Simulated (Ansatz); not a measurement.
# CH3+ (SMILES [CH3+]): single points off equilibrium

An exercise on one series of results from a longer session: the logs are not shown, and one member is left open.

Program: Ansatz 0.2.0, Gaussian basis. Level of theory: single points in def2-TZVPP. These are calculated values, not measurements.

Correlated methods freeze the cores.

### Where the work starts

SMILES `[CH3+]`, 4 atoms, charge 1, spin multiplicity 1.

Atoms are counted from 1 here; the program's logs count them from 0.

Bond lengths: C1–H2 1.101 Å, C1–H3 0.986 Å, C1–H4 1.079 Å. Angles: H2–C1–H3 118.5°, H2–C1–H4 122.0°, H3–C1–H4 119.5°.

Geometry (Å):

```
C     0.03390    0.01650    0.00300
H     0.25730    0.60870    0.90400
H    -0.86530    0.08590   -0.39430
H     0.75050   -0.66830   -0.42280
```

The first run:

The input, run/in.yaml:

```yaml
crystal:
  periodic: [false, false, false]
  atoms:
    - {symbol: C, position_ang: [0.033900, 0.016500, 0.003000]}
    - {symbol: H, position_ang: [0.257300, 0.608700, 0.904000]}
    - {symbol: H, position_ang: [-0.865300, 0.085900, -0.394300]}
    - {symbol: H, position_ang: [0.750500, -0.668300, -0.422800]}
basis:
  gaussian: {orbitals: def2-TZVPP}
total_charge: 1
correlation: {method: ccsd_t}
output: {forces: true}
```

The command line of these runs was not kept.

Steps of the session up to this table: CCSD(T)/def2-TZVPP; PBE0-D4/def2-TZVPP; wB97M-V/def2-TZVPP; r2SCAN-D4/def2-TZVPP; PBE-D4/def2-TZVPP; B97M-V/def2-TZVPP; r2SCAN0-D4/def2-TZVPP.

One of the session's tables, all rows but one given; the rest of the session is left out.

```
    method  RMS force component (eV/Å)  angle to CCSD(T) forces (°)
   CCSD(T)                       1.971                    reference
   PBE0-D4                       1.994                          1.0
   wB97M-V                       1.947                          0.3
 r2SCAN-D4                           ?                            ?
    PBE-D4                       2.040                          4.3
    B97M-V                       1.912                          3.0
r2SCAN0-D4                       1.949                          1.6
```

Q: Estimate the row for r2SCAN-D4 from the others.

As computed: RMS force component (eV/Å): 1.972; angle to CCSD(T) forces (°): 0.6. In the column «RMS force component (eV/Å)» it lies between CCSD(T) (1.971) and PBE0-D4 (1.994).
